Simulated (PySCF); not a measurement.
Consider `c1c[cH+]1` ([C3H3]+). Coordinates in Å; atoms count from 1 in this order:
```
C    -0.7431   -0.2570   -0.0051
C     0.1498    0.7738   -0.0172
C     0.5962   -0.5147    0.0007
H    -1.7767   -0.6152   -0.0022
H     0.3566    1.8479   -0.0312
H     1.4232   -1.2307    0.0117
```

Energies: PBE0-D3(BJ)/ma-def2-TZVP (PySCF, density fitting, integration grid level 2) on PBE0-D3(BJ)/def2-SVP structures. The prefix ma- adds one diffuse s and one diffuse p function on all atoms but H. Zero-point and thermal terms (298.15 K, 1 bar) come from unscaled PBE0-D3(BJ)/def2-SVP harmonic frequencies, with soft modes damped to free rotors in the entropy.

Question: What are the vertical and the adiabatic recombination energy for forming the radical?

Answer: 5.46 eV vertical and 6.15 eV adiabatic, the latter with zero-point energy.

Question: Where does the unpaired spin of the relaxed radical sit?

Answer: C2 (carbon, equivalent by resonance to C1, C3) 0.82, C3 (carbon, equivalent by resonance to C1, C2) 0.08, C1 (carbon, equivalent by resonance to C2, C3) 0.08 (intrinsic atomic orbital populations). This structure is symmetry-broken (see the note below).

Question: What reduction potential follows in acetonitrile (IEF-PCM), given that Fc+/Fc comes at 4.40 V absolute with this functional and basis?

Answer: In the gas phase −ΔG of reduction is 6.219 eV, and solvation is -268.5 kJ/mol for the parent and -12.3 kJ/mol for the product, so the absolute potential is 3.56 V, or -0.84 V against Fc+/Fc. Fc+/Fc in acetonitrile, 4.40 V, is PBE0-D3(BJ)/ma-def2-TZVP on PBE0-D3(BJ)/def2-SVP structures with GFN2-xTB thermal terms. Benchmark calculations put it near 5.0 V in acetonitrile and DMSO, so it is about 0.6 V low, and the value against it can read up to that much too high. The solvent is electrostatics only, on gas-phase structures; the absolute scale refers to an electron at rest in vacuum.

Caveats: C1 and C2 are equivalent in the parent, but the relaxed radical is symmetry-broken (D3h to Cs), as a Jahn-Teller-type distortion or an artefact of the method; its spin populations, distances and adiabatic value belong to that structure.
